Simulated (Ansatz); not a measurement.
Input for Ansatz (a quantum-chemistry and plane-wave program): R-B3LYP-D3(BJ)/def2-TZVP on fluoromethane (SMILES CF).

Ansatz 0.2 input:
```yaml
crystal:
  periodic: [false, false, false]
  atoms:
    - {symbol: C, position_ang: [-0.06856310, 0.02036237, -0.00302414]}
    - {symbol: F, position_ang: [1.24508224, -0.22834012, -0.13544940]}
    - {symbol: H, position_ang: [-0.34939569, -0.10219354, 1.03293380]}
    - {symbol: H, position_ang: [-0.28411425, 1.05419526, -0.29079339]}
    - {symbol: H, position_ang: [-0.58333757, -0.72171404, -0.64657755]}
basis:
  gaussian:
    orbitals: def2-TZVP
hamiltonian:
  xc: b3lyp
  dispersion: d3bj
relax: {f_tol: 0.003, max_steps: 120}
```

The log:

```
WARN ansatz: RAYON_NUM_THREADS=1 ignored (pool sized by the plan → 1); use --threads N
Functional definition: B3LYP
integrals: 0.01 GiB planned
468 factors; their error is unknown
mean field: 0.16 GiB planned
mean field evaluation 1: about -3801.6679 eV, gradient 3.6e1 eV
mean field evaluation 2: about -3801.2313 eV, gradient 3.9e1 eV
mean field evaluation 4: about -3804.2692 eV, gradient 2.0e0 eV
mean field evaluation 8: about -3804.2738 eV, gradient 1.5e-2 eV
mean field evaluation 16: about -3804.2737 eV, gradient 1.6e-5 eV
mean field -3804.27370462 eV, -139.8044800153 hartree, gradient 1.6e-5 eV, S^2 0.000000; 0 other end points of the search recorded, 0 dependent functions left out
the calculation of the forces begins
reference -3804.27388039 eV, -139.8044864748 hartree; 9, 9 occupied and 71, 71 virtual orbitals, 468 factors
relax step   1: F+E_penalty+E_count = -3804.33139504 eV  Δ(F+E_penalty+E_count) = +0.000e0 eV  max|allowed force component| = 1.919e0 eV/Å  Δτ_max = 0.0000 Å  (24 SCF iters, accepted)
these checks for a lower state are left out or cut short: starts, cluster_reference, orbital_swaps, neighbouring_geometries, increment
integrals: 0.01 GiB planned
468 factors; their error is unknown
mean field: 0.16 GiB planned
mean field -3804.33206672 eV, -139.8066247829 hartree, gradient 1.8e-5 eV, S^2 0.000000; 0 other end points of the search recorded, 0 dependent functions left out
the calculation of the forces begins
reference -3804.33224139 eV, -139.8066312021 hartree; 9, 9 occupied and 71, 71 virtual orbitals, 468 factors
relax step   2: F+E_penalty+E_count = -3804.38970169 eV  Δ(F+E_penalty+E_count) = -5.831e-2 eV  max|allowed force component| = 7.673e-1 eV/Å  Δτ_max = 0.0375 Å  (27 SCF iters, accepted)
these checks for a lower state are left out or cut short: starts, cluster_reference, orbital_swaps, neighbouring_geometries, increment
integrals: 0.01 GiB planned
468 factors; their error is unknown
mean field: 0.16 GiB planned
mean field -3804.34045007 eV, -139.8069328655 hartree, gradient 1.9e-5 eV, S^2 0.000000; 0 other end points of the search recorded, 0 dependent functions left out
the calculation of the forces begins
reference -3804.34062268 eV, -139.8069392087 hartree; 9, 9 occupied and 71, 71 virtual orbitals, 468 factors
relax step   3: F+E_penalty+E_count = -3804.39806389 eV  Δ(F+E_penalty+E_count) = -8.362e-3 eV  max|allowed force component| = 2.719e-2 eV/Å  Δτ_max = 0.0116 Å  (26 SCF iters, accepted)
these checks for a lower state are left out or cut short: starts, cluster_reference, orbital_swaps, neighbouring_geometries, increment
integrals: 0.01 GiB planned
468 factors; their error is unknown
mean field: 0.16 GiB planned
mean field evaluation 32: about -3804.3412 eV, gradient 7.5e-5 eV
mean field -3804.34047142 eV, -139.8069336501 hartree, gradient 2.0e-5 eV, S^2 0.000000; 0 other end points of the search recorded, 0 dependent functions left out
the calculation of the forces begins
reference -3804.34064403 eV, -139.8069399935 hartree; 9, 9 occupied and 71, 71 virtual orbitals, 468 factors
relax step   4: F+E_penalty+E_count = -3804.39808336 eV  Δ(F+E_penalty+E_count) = -1.947e-5 eV  max|allowed force component| = 4.798e-4 eV/Å  Δτ_max = 0.0010 Å  (28 SCF iters, accepted)
integrals: 0.01 GiB planned
468 factors; their error is unknown
mean field: 0.16 GiB planned
mean field -3804.34047142 eV, -139.8069336501 hartree, gradient 2.0e-5 eV, S^2 0.000000; 1 other end points of the search recorded, 0 dependent functions left out
the calculation of the forces begins
reference -3804.34064403 eV, -139.8069399935 hartree; 9, 9 occupied and 71, 71 virtual orbitals, 468 factors
Total energy: -3804.39825597 eV, -139.8090571932 hartree
Atom 0 at    -0.073524     0.015643    -0.002452 Å, force     0.000295    -0.000144    -0.000095 eV/Å
Atom 1 at     1.290112    -0.217248    -0.130096 Å, force     0.000480    -0.000073     0.000016 eV/Å
Atom 2 at    -0.358025    -0.122902     1.041509 Å, force    -0.000214     0.000059    -0.000064 eV/Å
Atom 3 at    -0.286864     1.038198    -0.316865 Å, force    -0.000296     0.000012     0.000041 eV/Å
Atom 4 at    -0.612027    -0.691381    -0.635006 Å, force    -0.000264     0.000146     0.000102 eV/Å
Dipole moment:    -0.382013     0.065246     0.035757 e Å
```

The run converged.

Cost: about 5 core-seconds (a rough figure).
